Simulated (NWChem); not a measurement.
All runs are NWChem calculations. System: H2S, charge 0, spin multiplicity 3, at the geometry of a parent with another charge or spin, in a state set for the comparison that need not be this species' ground state. Its SCF solution wasn't tested for a lower state. Level: ROCR-CCSD(T)/def2-TZVP, 5 core orbitals frozen.

Output (cleaned and shortened):

```
             Northwest Computational Chemistry Package (NWChem) 7.3.0
             --------------------------------------------------------

                                NWChem Input Module
                                -------------------

 Scaling coordinates for geometry "geometry" by  1.889725989
 (inverse scale =  0.529177249)

 Turning off AUTOSYM since
 SYMMETRY directive was detected!

                             Geometry "geometry" -> ""
                             -------------------------

 Output coordinates in angstroms (scale by  1.889725989 to convert to a.u.)

  No.       Tag          Charge          X              Y              Z
 ---- ---------------- ---------- -------------- -------------- --------------
    1 S                   16.0000     0.00000000     0.00000000     0.10558800
    2 H                    1.0000    -0.97399400     0.00000000    -0.84470000
    3 H                    1.0000     0.97399400     0.00000000    -0.84470000

 Effective nuclear repulsion energy (a.u.)      12.7157812366

            Nuclear Dipole moment (a.u.)
            ----------------------------
        X                 Y               Z
 ---------------- ---------------- ----------------
     0.0000000000     0.0000000000     0.0000151178

      Symmetry information
      --------------------

 Group name             C2v
 Group number             16
 Group order               4
 No. of unique centers     2

      Symmetry unique atoms

     1    2


 Summary of "ao basis" -> "" (spherical)
 ------------------------------------------------------------------------------
       Tag                 Description            Shells   Functions and Types
 ---------------- ------------------------------  ------  ---------------------
 *                         def2-tzvp                  on all atoms

 Summary of "ao basis" -> "ao basis" (spherical)
 ------------------------------------------------------------------------------
       Tag                 Description            Shells   Functions and Types
 ---------------- ------------------------------  ------  ---------------------
 S                         def2-tzvp                13       37   5s5p2d1f
 H                         def2-tzvp                 4        6   3s1p

                                 NWChem SCF Module
                                 -----------------

  ao basis        = "ao basis"
  functions       =    49
  atoms           =     3
  closed shells   =     8
  open shells     =     2
  charge          =   0.00
  wavefunction    = ROHF
  use symmetry    = T
  symmetry adapt  = T

 Summary of "ao basis" -> "ao basis" (spherical)
 ------------------------------------------------------------------------------
       Tag                 Description            Shells   Functions and Types
 ---------------- ------------------------------  ------  ---------------------
 S                         def2-tzvp                13       37   5s5p2d1f
 H                         def2-tzvp                 4        6   3s1p

      Symmetry analysis of basis
      --------------------------

        a1         21
        a2          4
        b1         14
        b2         10

 Forming initial guess at       0.1s

      Symmetry analysis of molecular orbitals - initial
      -------------------------------------------------

  Numbering of irreducible representations:

     1 a1          2 a2          3 b1          4 b2

  Orbital symmetries:

     1 a1          2 a1          3 b2          4 b1          5 a1
     6 a1          7 b1          8 a1          9 b2         10 b1
    11 a1         12 b1         13 a1         14 b2         15 a2
    16 a1         17 b2         18 a1         19 b1         20 a1

 Starting SCF solution at       0.1s

 ----------------------------------------------
         Quadratically convergent ROHF

 Convergence threshold     :          1.000E-07
 Maximum no. of iterations :          100
 Final Fock-matrix accuracy:          1.000E-09
 ----------------------------------------------

              iter       energy          gnorm     gmax       time
             ----- ------------------- --------- --------- --------
                 1     -398.4992926616  7.88D-01  4.87D-01      0.2
[...]
    39      0.243371  2 H  s                 45     -0.243371  3 H  s
    12      0.182882  1 S  px                29     -0.169077  1 S  d  1

 Vector   11  Occ=0.000000D+00  E= 1.274186D-01  Symmetry=a1
              MO Center= -4.0D-15,  5.4D-18, -6.7D-01, r^2= 4.7D+00
   Bfn.  Coefficient  Atom+Function         Bfn.  Coefficient  Atom+Function
  ----- ------------  ---------------      ----- ------------  ---------------
     5      1.351707  1 S  s                 40     -1.164382  2 H  s
    46     -1.164382  3 H  s                 20     -0.844980  1 S  pz
     3     -0.166190  1 S  s

 Vector   12  Occ=0.000000D+00  E= 2.909426D-01  Symmetry=b1
              MO Center= -9.9D-16,  6.6D-32, -6.9D-01, r^2= 5.1D+00
   Bfn.  Coefficient  Atom+Function         Bfn.  Coefficient  Atom+Function
  ----- ------------  ---------------      ----- ------------  ---------------
    40      1.293161  2 H  s                 46     -1.293161  3 H  s
    39     -0.665026  2 H  s                 45      0.665026  3 H  s
    15      0.321759  1 S  px                18     -0.249609  1 S  px

 Vector   13  Occ=0.000000D+00  E= 3.462377D-01  Symmetry=a1
              MO Center=  6.1D-14,  3.5D-15, -2.3D-01, r^2= 3.6D+00
   Bfn.  Coefficient  Atom+Function         Bfn.  Coefficient  Atom+Function
  ----- ------------  ---------------      ----- ------------  ---------------
    20      1.128314  1 S  pz                39      0.675632  2 H  s
    45      0.675632  3 H  s                 17     -0.403864  1 S  pz
     5     -0.372874  1 S  s                 30      0.258450  1 S  d  2
    40     -0.259050  2 H  s                 46     -0.259050  3 H  s

 center of mass
 --------------
 x =   0.00000000 y =   0.00000000 z =   0.09303298

 moments of inertia (a.u.)
 ------------------
           6.114655699933           0.000000000000           0.000000000000
           0.000000000000          12.943156388186           0.000000000000
           0.000000000000           0.000000000000           6.828500688253

  Mulliken analysis of the total density
  --------------------------------------

    Atom       Charge   Shell Charges
 -----------   ------   -------------------------------------------------------
    1 S   16    15.98   2.01  0.49  1.48  1.09  0.78  4.17  1.70  0.84  2.13  1.00  0.09  0.19  0.01
    2 H    1     1.01   0.24  0.53  0.21  0.02
    3 H    1     1.01   0.24  0.53  0.21  0.02

 Mulliken analysis of the open-shell density
 -------------------------------------------

    Atom       Charge   Shell Charges
 -----------   ------   -------------------------------------------------------
    1 S   16     1.62   0.00  0.00 -0.00  0.00  0.00  0.04 -0.02  0.24  0.72  0.47  0.05  0.12  0.00
    2 H    1     0.19   0.03  0.06  0.10  0.00
    3 H    1     0.19   0.03  0.06  0.10  0.00

       Multipole analysis of the density wrt the origin
       ------------------------------------------------

     L   x y z        total         open         nuclear
     -   - - -        -----         ----         -------
     0   0 0 0     -0.000000     -2.000000     18.000000

     1   1 0 0     -0.000000     -0.000000      0.000000
     1   0 1 0     -0.000000     -0.000000      0.000000
     1   0 0 1     -0.138411      0.056379      0.000015

     2   2 0 0    -12.025707     -5.496562      6.775483
     2   1 1 0      0.000000      0.000000      0.000000
     2   1 0 1      0.000000      0.000000      0.000000
     2   0 2 0    -10.163367     -4.103541      0.000000
     2   0 1 1      0.000000      0.000000      0.000000
     2   0 0 2    -12.472774     -4.951068      5.733049

                   NWChem Extensible Many-Electron Theory Module
                   ---------------------------------------------


            General Information
            -------------------
      Number of processors :     1
         Wavefunction type : Restricted open-shell Hartree-Fock
          No. of electrons :    18
           Alpha electrons :    10
            Beta electrons :     8
           No. of orbitals :    98
            Alpha orbitals :    49
             Beta orbitals :    49
        Alpha frozen cores :     5
         Beta frozen cores :     5
     Alpha frozen virtuals :     0
      Beta frozen virtuals :     0
         Spin multiplicity : triplet
    Number of AO functions :    49
       Number of AO shells :    21
        Use of symmetry is : on
      Symmetry adaption is : on
         Schwarz screening : 0.10D-09

          Correlation Information
          -----------------------
          Calculation type : Coupled-cluster singles & doubles w/ perturbation
   Perturbative correction : Completely renormalized (T)
            Max iterations :      100
        Residual threshold : 0.10D-05
     T(0) DIIS level shift : 0.00D+00
     L(0) DIIS level shift : 0.00D+00
     T(1) DIIS level shift : 0.00D+00
     L(1) DIIS level shift : 0.00D+00
     T(R) DIIS level shift : 0.00D+00
     T(I) DIIS level shift : 0.00D+00
   CC-T/L Amplitude update :  5-th order DIIS
                I/O scheme : Global Array Library
        L-threshold :  0.10D-05
        EOM-threshold :  0.10D-05
 no EOMCCSD initial starts read in
 TCE RESTART OPTIONS
 SLICE:      F
 D4D5:       F
 quantumc:   F
 qrotation:  F
 pwtce:      F
 qducc:      F
 nacto:                         0
 nrotv:                         0
 nrot:                          0

            Memory Information
            ------------------
          Available GA space size is     249031998 doubles
          Available MA space size is     104853260 doubles

 Maximum block size supplied by input
 Maximum block size        24 doubles

 tile_dim =     16

 -------------------------------------------------

 Global array virtual files algorithm will be used

 Parallel file system coherency ......... OK

 4-electron integrals stored in orbital form

 v2    file size   =           291034
 4-index algorithm nr.  13 is used
 imaxsize =       30
 imaxsize ichop =        0


CCSD iterations
 ---------------------------------------------------------
 Iter          Residuum       Correlation     Cpu    Wall
 ---------------------------------------------------------
    1   0.1089888299058  -0.1774424221027     0.2     0.2
    2   0.0283729040377  -0.1902793370763     0.2     0.2
    3   0.0097455313758  -0.1940325266253     0.2     0.2
    4   0.0037762944569  -0.1949271264707     0.2     0.2
    5   0.0016386594881  -0.1952481319935     0.2     0.2
    6   0.0005106328337  -0.1954067434208     0.2     0.2
    7   0.0002424312480  -0.1954350247986     0.2     0.2
    8   0.0001272902609  -0.1954332314948     0.3     0.3
    9   0.0000758372184  -0.1954334779974     0.3     0.3
   10   0.0000440179374  -0.1954337353477     0.2     0.2
   11   0.0000057691452  -0.1954340408357     0.3     0.3
   12   0.0000020501688  -0.1954341649000     0.2     0.2
   13   0.0000010097127  -0.1954342789563     0.2     0.2
   14   0.0000005152555  -0.1954342906414     0.2     0.2
 -----------------------------------------------------------------
 Iterations converged
 CCSD correlation energy / hartree =        -0.195434290641407
 CCSD total energy / hartree       =      -398.706781697777558

 Singles contributions

 Doubles contributions
 CR-CCSD(T)

 CR-CCSD[T]  correction energy / hartree =        -0.006004781090348
 CR-CCSD[T] correlation energy / hartree =        -0.201439071731754
 CR-CCSD[T] total energy / hartree       =      -398.712786478867883
 CR-CCSD(T)  correction energy / hartree =        -0.005983783594908
 CR-CCSD(T) correlation energy / hartree =        -0.201418074236314
 CR-CCSD(T) total energy / hartree       =      -398.712765481372458

 Task  times  cpu:        6.9s     wall:        6.9s

 Total times  cpu:        7.0s     wall:        7.0s
```

Question: Write an NWChem input that would produce this output.

Answer: One answer among several that fit: 
```
start mol
memory heap 100 mb stack 700 mb global 1900 mb
geometry units angstroms nocenter noautoz
  S      0.000000     0.000000     0.105588
  H     -0.973994     0.000000    -0.844700
  H      0.973994     0.000000    -0.844700
  symmetry group C2v
end
basis spherical
  * library def2-tzvp
end
scf
  rohf
  nopen 2
  maxiter 100
  thresh 1e-7
  semidirect memsize 60000000 filesize 0
  # guess.movecs holds the orbitals of an unrestricted PBE0 run
  vectors input guess.movecs output mol.movecs
end
tce
  freeze core 5
  cr-ccsd(t)
  2eorb
  2emet 13
  thresh 1e-6
  maxiter 100
  tilesize 24
end
task tce energy
```
